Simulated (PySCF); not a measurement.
# C3H5NO: fields and orbitals

Aim: take C3H5NO and probe its ring current by NICS, see where an electron leaves and enters, pull one bond apart with RHF, UHF and CASSCF and analyse its density (charges, bond critical points, surface potential).

Method: levels as typed in each script, gas phase, geometry from GFN2-xTB; program: PySCF 2.14.0.

## 1. Where the work starts

SMILES `C1=NCOC1`, 10 atoms, charge 0, spin multiplicity 1.

Bond lengths: C1–N2 1.257 Å, C1–C5 1.504 Å, C1–H6 1.075 Å, N2–C3 1.427 Å, C3–O4 1.428 Å, C3–H7 1.098 Å, C3–H8 1.098 Å, O4–C5 1.413 Å, C5–H9 1.099 Å, C5–H10 1.098 Å. Angles: N2–C1–C5 113.0°, N2–C1–H6 122.9°, C5–C1–H6 124.2°, C1–N2–C3 108.3°, N2–C3–O4 108.4°, N2–C3–H7 109.8°, N2–C3–H8 109.8°, O4–C3–H7 110.1°, O4–C3–H8 110.2°, H7–C3–H8 108.5°, C3–O4–C5 107.6°, C1–C5–O4 102.7°, C1–C5–H9 112.0°, C1–C5–H10 112.0°, O4–C5–H9 110.6°, O4–C5–H10 110.7°, H9–C5–H10 108.8°.

Coordinates:

```xyz
10

C     0.6620    0.9812    0.0000
N    -0.5901    1.0959    0.0002
C    -1.1601   -0.2119   -0.0004
O    -0.0975   -1.1665    0.0003
C     1.1208   -0.4511   -0.0003
H     1.3252    1.8274    0.0000
H    -1.7879   -0.3443    0.8912
H    -1.7879   -0.3443   -0.8913
H     1.7125   -0.6936    0.8930
H     1.7125   -0.6936   -0.8930
```

## 2. Ring currents (B3LYP/def2-svpd)

The input, input.py:

```python
import numpy as np
from pyscf import gto, scf, dft
from pyscf.prop import nmr
from pyscf.data import nist

def solve(mol, dm0=None, hcore=None):
    mf = (dft.UKS if mol.spin else dft.RKS)(mol, xc='b3lyp')
    mf.grids.level = 3
    mf.conv_tol, mf.max_cycle = 1e-8, 80
    if hcore is not None:
        mf.get_hcore = lambda *args: hcore
    mf.kernel(dm0)
    if not mf.converged:
        mf = mf.newton().run(mf.mo_coeff, mf.mo_occ, max_cycle=30)
    assert mf.converged, 'SCF not converged'
    return mf

mol = gto.M(atom='''
C      0.66202     0.98120     0.00000
N     -0.59006     1.09591     0.00023
C     -1.16012    -0.21191    -0.00041
O     -0.09751    -1.16654     0.00033
C      1.12079    -0.45107    -0.00027
H      1.32516     1.82738     0.00003
H     -1.78792    -0.34433     0.89116
H     -1.78789    -0.34432    -0.89131
H      1.71247    -0.69358     0.89300
H      1.71250    -0.69356    -0.89304
''', basis='def2-svpd', charge=0, spin=0, verbose=4)
mf = solve(mol)
vxc = nmr.rks.get_vxc_giao  # smaller grid blocks
nmr.rks.get_vxc_giao = lambda *a, **k: vxc(*a, **{**k, 'max_memory': 300})
calc = nmr.RKS(mf)
calc.cphf = True
nuclei = calc.kernel()
mo1 = calc.mo10
# ring centres and points 1 angstrom above and below them
points = np.array([
    [-0.0130, 0.0495, -0.0000],
    [-0.0130, 0.0495, 1.0000],
    [-0.0130, 0.0495, -1.0000],
]) / nist.BOHR
mol.atom_coord = lambda i, unit='Bohr': points[i]
idx = range(len(points))
sigma = (calc.dia(shielding_nuc=idx) + calc.para(mo10=mo1, shielding_nuc=idx)[0]) * nist.ALPHA**2 * 1e6
for p, t in zip(points, sigma):
    print('NICS at %8.4f %8.4f %8.4f  %8.2f ppm' % (*(p * nist.BOHR), -t.trace() / 3))
occ = mf.mo_coeff[:, mf.mo_occ > 0]
dm1 = np.array([mf.mo_coeff @ (2 * x) @ occ.T for x in mo1])
np.savez('result.npz', sigma=sigma, nuclei=nuclei, dm0=mf.make_rdm1(), dm1=dm1, e=mf.e_tot, eps=mf.mo_energy, occ=mf.mo_occ)
```

Started as:

```console
$ OMP_NUM_THREADS=1 python input.py
```

## 4. Removing and adding an electron (BP86/6-311g**)

The input, input.py:

```python
import numpy as np
from pyscf import gto, scf, dft
from pyscf.scf import atom_ks, atom_hf
from scipy.linalg import block_diag

def solve(mol, dm0=None, hcore=None):
    mf = (dft.UKS if mol.spin else dft.RKS)(mol, xc='bp86')
    mf.grids.level = 3
    mf = mf.density_fit(auxbasis='def2-universal-jkfit')
    mf.conv_tol, mf.max_cycle = 1e-8, 80
    if hcore is not None:
        mf.get_hcore = lambda *args: hcore
    mf.kernel(dm0)
    if not mf.converged:
        mf = mf.newton().run(mf.mo_coeff, mf.mo_occ, max_cycle=30)
    assert mf.converged, 'SCF not converged'
    return mf

mol = gto.M(atom='''
C      0.66202     0.98120     0.00000
N     -0.59006     1.09591     0.00023
C     -1.16012    -0.21191    -0.00041
O     -0.09751    -1.16654     0.00033
C      1.12079    -0.45107    -0.00027
H      1.32516     1.82738     0.00003
H     -1.78792    -0.34433     0.89116
H     -1.78789    -0.34432    -0.89131
H      1.71247    -0.69358     0.89300
H      1.71250    -0.69356    -0.89304
''', basis='6-311g**', charge=0, spin=0, verbose=4)
mf = solve(mol)
out = dict(e0=mf.e_tot, dm0=mf.make_rdm1(), c=mf.mo_coeff, occ=mf.mo_occ, eps=mf.mo_energy)
for name, dq, spin in [('cation', 1, 1), ('anion', -1, 1)]:
    ion = mol.copy().set(charge=mol.charge + dq, spin=spin).build()
    mi = solve(ion)
    if spin and dq > 0 and mol.nao < 130:
        c, _, stable, _ = mi.stability(return_status=True)
        if not stable:
            mi = solve(ion, mi.make_rdm1(c, mi.mo_occ))
    print(name, 'vertical energy change / eV', (mi.e_tot - mf.e_tot) * 27.211386)
    out.update({'e_' + name: mi.e_tot, 'dm_' + name: mi.make_rdm1(), 's2_' + name: mi.spin_square()[0], 'eps_' + name: mi.mo_energy, 'occ_' + name: mi.mo_occ})
# spherically averaged free atoms, for the promolecule
atm = atom_ks.get_atm_nrks(mol, xc='bp86')
pro = block_diag(*[(atm[a[0]][2] * atm[a[0]][3]) @ atm[a[0]][2].T for a in mol._atom])
np.savez('result.npz', pro=pro, **out)
```

## 6. Stretching a bond (def2-svp)

The input, input.py:

```python
import numpy as np
from pyscf import gto, scf, mcscf

mol = gto.M(atom='''
C      0.66202     0.98120     0.00000
N     -0.59006     1.09591     0.00023
C     -1.16012    -0.21191    -0.00041
O     -0.09751    -1.16654     0.00033
C      1.12079    -0.45107    -0.00027
H      1.32516     1.82738     0.00003
H     -1.78792    -0.34433     0.89116
H     -1.78789    -0.34432    -0.89131
H      1.71247    -0.69358     0.89300
H      1.71250    -0.69356    -0.89304
''', basis='def2-svp', charge=0, spin=0, verbose=4)
# stretch the bond between atoms 5 and 9, from long to short, fragments rigid
a, b, move = 4, 8, [8]
xyz = mol.atom_coords(unit='Angstrom')
u = xyz[b] - xyz[a]
r0 = np.linalg.norm(u)
rows, last, dm_u = [], None, None
for r in [3.0, 2.35, 1.93, 1.66, 1.44, 1.28, 1.18, 1.07, 0.98]:
    new = xyz.copy()
    new[move] += u / r0 * (r - r0)
    m = mol.set_geom_(new, unit='Angstrom', inplace=False)
    rhf = scf.RHF(m).density_fit(auxbasis='def2-universal-jkfit').run()
    uhf = scf.UHF(m).density_fit(auxbasis='def2-universal-jkfit').newton()
    if dm_u is None:
        c = rhf.mo_coeff
        h = m.nelectron // 2 - 1
        ca, cb = c.copy(), c.copy()
        ca[:, h], cb[:, h] = (c[:, h] + c[:, h + 1]) / 2**.5, (c[:, h] - c[:, h + 1]) / 2**.5
        dm_u = np.array([x[:, :h + 1] @ x[:, :h + 1].T for x in (ca, cb)])
    uhf.kernel(dm0=dm_u)
    for _ in range(3):
        c, _, stable, _ = uhf.stability(return_status=True)
        if stable:
            break
        uhf.kernel(c, uhf.mo_occ)
    dm_u = uhf.make_rdm1()
    mc = mcscf.CASSCF(rhf, 2, 2)
    mc.natorb = True
    mc.fix_spin_(ss=0)
    guess = mcscf.addons.make_natural_orbitals(uhf)[1] if last is None else mcscf.project_init_guess(mc, last.mo_coeff, last.mol)
    mc.kernel(guess)
    last = mc
    act = slice(mc.ncore, mc.ncore + mc.ncas)
    print('r %.3f  RHF %.6f  UHF %.6f  <S^2> %.3f  CASSCF %.6f  occupations' % (r, rhf.e_tot, uhf.e_tot, uhf.spin_square()[0], mc.e_tot), mc.mo_occ[act].round(4))
    rows.append((new, rhf.e_tot, uhf.e_tot, uhf.spin_square()[0], mc.e_tot, mc.mo_occ[act], mc.mo_coeff[:, act], dm_u[0] - dm_u[1], rhf.converged and uhf.converged and mc.converged))
    np.savez('result.npz', **{k: [row[i] for row in rows] for i, k in enumerate('xyz rhf uhf s2 cas occ c spin ok'.split())})
```

## 8. Density, bond paths and surface potential (B3LYP/def2-svpd)

The input, input.py:

```python
import numpy as np
from pyscf import gto, scf, dft
from pyscf.scf import atom_ks, atom_hf
from scipy.linalg import block_diag

def solve(mol, dm0=None, hcore=None):
    mf = (dft.UKS if mol.spin else dft.RKS)(mol, xc='b3lyp')
    mf.grids.level = 3
    mf = mf.density_fit(auxbasis='def2-universal-jkfit')
    mf.conv_tol, mf.max_cycle = 1e-8, 80
    if hcore is not None:
        mf.get_hcore = lambda *args: hcore
    mf.kernel(dm0)
    if not mf.converged:
        mf = mf.newton().run(mf.mo_coeff, mf.mo_occ, max_cycle=30)
    assert mf.converged, 'SCF not converged'
    return mf

mol = gto.M(atom='''
C      0.66202     0.98120     0.00000
N     -0.59006     1.09591     0.00023
C     -1.16012    -0.21191    -0.00041
O     -0.09751    -1.16654     0.00033
C      1.12079    -0.45107    -0.00027
H      1.32516     1.82738     0.00003
H     -1.78792    -0.34433     0.89116
H     -1.78789    -0.34432    -0.89131
H      1.71247    -0.69358     0.89300
H      1.71250    -0.69356    -0.89304
''', basis='def2-svpd', charge=0, spin=0, verbose=4)
mf = solve(mol)
mf.analyze()
# spherically averaged free atoms, for the promolecule
atm = atom_ks.get_atm_nrks(mol, xc='b3lyp')
pro = block_diag(*[(atm[a[0]][2] * atm[a[0]][3]) @ atm[a[0]][2].T for a in mol._atom])
np.savez('result.npz', e=mf.e_tot, c=mf.mo_coeff, occ=mf.mo_occ, eps=mf.mo_energy, pro=pro, dip=mf.dip_moment(verbose=0), s2=mf.spin_square()[0])
```

(Steps that only read results are left out.)

**Question.** What will these runs give? Wanted: NICS(1)zz, 5-membered ring C1/N2/C3/O4/C5; vertical ionisation energy; vertical electron affinity; dipole moment; HOMO, LUMO.

The runs gave:

```
                                                   quantity            value
NICS(1)zz, 5-membered ring C1/N2/C3/O4/C5 (B3LYP/def2-svpd)         -6.9 ppm
                 vertical ionisation energy (BP86/6-311g**)          9.38 eV
                 vertical electron affinity (BP86/6-311g**)         -2.02 eV
    cost of the stretch to 3.0 Å, CASSCF and RHF (def2-svp)   4.0 and 6.8 eV
                            dipole moment (B3LYP/def2-svpd)           1.52 D
                               HOMO, LUMO (B3LYP/def2-svpd)  -7.21, -0.66 eV
```

In words: The 5-membered ring C1/N2/C3/O4/C5 is neither clearly shielded nor deshielded above its centre; in such a ring the values come largely from σ bonds and don't measure π aromaticity. The ionisation energy from two SCF runs, 9.38 eV, lies 3.6 eV above −ε(HOMO) = 5.78 eV of the same level, BP86/6-311g**, since self-interaction lifts this functional's HOMO. RHF rises too steeply at long distance, since it keeps both electrons in one orbital and so mixes in ionic fragments. At B3LYP/def2-svpd: The highest Hirshfeld charge is on H6 (+0.06 e), the lowest on O4 (−0.18 e). All values hold at the given geometry, in the gas phase.
